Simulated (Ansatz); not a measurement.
[H···H···CH2], triplet: transfer scan

All five atoms lie in one plane.

Starting geometry:

| atom | x (Å) | y (Å) | z (Å) |
| --- | --- | --- | --- |
| H | -1.9595 | 0.0000 | 0.0000 |
| H | -1.2145 | 0.0000 | 0.0000 |
| C | 0.1685 | 0.0000 | 0.0000 |
| H | 0.5830 | 0.0000 | 0.9962 |
| H | 0.5830 | 0.0000 | -0.9962 |

From there H2 is moved from one fragment to the other while all else, the fragments' distance too, stays fixed; atoms are numbered as listed. Energies are in kJ/mol, counted from the starting geometry at the same level. Kohn–Sham curves are unrestricted where that lies lower.

Basis 6-31G; Ansatz 0.2.0. Correlated methods freeze the noble-gas cores.

In so small a basis the reference is far from its limit while semilocal and hybrid functionals are nearer theirs (RPA and double hybrids share much of the reference's basis error), so the functionals' errors here hold much of the reference's basis and frozen-core error, which can add to them or hide them.

Full CI is exact within this basis and frozen core; it isn't the basis-set limit.

| distance H1-H2 (Å) | full CI | PBE | revPBE | r2SCAN | PBE0 | B3LYP | CAM-B3LYP | wB97M-V | B2PLYP | RPA-PBE |
| --- | --- | --- | --- | --- | --- | --- | --- | --- | --- | --- |
| 0.693 | 10.6 | 16.7 | 15.5 | 14.8 | 14.9 | 14.3 | 14.5 | 13.3 | 12.7 | 11.6 |
| 0.745 | 0.0 | 0.0 | 0.0 | 0.0 | 0.0 | 0.0 | 0.0 | 0.0 | 0.0 | 0.0 |
| 0.787 | -4.9 | -8.9 | -8.0 | -7.8 | -7.8 | -7.3 | -7.5 | -6.6 | -6.4 | -5.5 |
| 0.829 | -8.4 | -15.2 | -13.6 | -13.4 | -13.5 | -12.5 | -13.0 | -11.2 | -11.1 | -9.4 |
| 0.871 | -11.5 | -19.8 | -17.5 | -17.8 | -17.9 | -16.4 | -17.4 | -14.8 | -15.1 | -12.5 |
| 0.912 | -14.4 | -23.0 | -20.1 | -21.2 | -21.4 | -19.4 | -20.9 | -17.5 | -18.5 | -15.1 |
| 0.954 | -17.1 | -24.7 | -21.3 | -23.5 | -23.9 | -21.3 | -23.6 | -19.5 | -21.3 | -17.3 |
| 0.996 | -18.6 | -24.3 | -20.4 | -24.0 | -24.7 | -21.5 | -24.5 | -19.8 | -22.6 | -18.1 |
| 1.038 | -17.7 | -20.8 | -16.6 | -21.5 | -22.6 | -18.8 | -22.7 | -17.5 | -21.3 | -16.3 |

Judged by the spread of the error over the points with a reference (largest less smallest), which of these follows full CI best and which worst?

Subtracting the full CI column from each: best RPA-PBE (errors from -1.0 to 1.4, spread 2.4 kJ/mol), worst PBE (from -8.5 to 6.1, spread 14.6 kJ/mol). Functionals and wave-function methods converge differently with the basis, so part of this is basis effect.
